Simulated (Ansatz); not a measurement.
Input file for Ansatz (a quantum-chemistry and plane-wave program): R-wB97M-V/def2-TZVPP on difluoromethane (SMILES FCF), atoms moved off the minimum.

Ansatz 0.2 input:
```yaml
crystal:
  periodic: [false, false, false]
  atoms:
    - {symbol: F, position_ang: [-1.05869519, -0.28015425, 0.05324650]}
    - {symbol: C, position_ang: [0.05139523, 0.59238825, 0.03955003]}
    - {symbol: F, position_ang: [1.11675891, -0.21996743, 0.03825080]}
    - {symbol: H, position_ang: [-0.03970930, 0.98392419, 1.12249891]}
    - {symbol: H, position_ang: [0.00241892, 1.22307900, -0.84735971]}
basis:
  gaussian:
    orbitals: def2-TZVPP
hamiltonian:
  xc: {name: wB97M-V}
scf: {lower_state_search: off}
output: {forces: true}
```

The head of its log:

```
WARN ansatz: RAYON_NUM_THREADS=1 ignored (pool sized by the plan → 1); use --threads N
Functional definition: wB97M-V
these checks for a lower state are left out or cut short: stability, starts, cluster_reference, orbital_swaps, neighbouring_geometries, increment
integrals: 0.04 GiB planned
610 factors; their error is unknown
integrals: 0.07 GiB planned
135 factors; integrals over basis functions are off by at most 9.0e-6 eV
mean field: 0.42 GiB planned
mean field evaluation 1: about -6502.4265 eV, gradient 3.1e1 eV
mean field evaluation 2: about -6502.4096 eV, gradient 3.5e1 eV
```

Problem. Give the final energy of this run.

Solution. -239.0123 hartree.
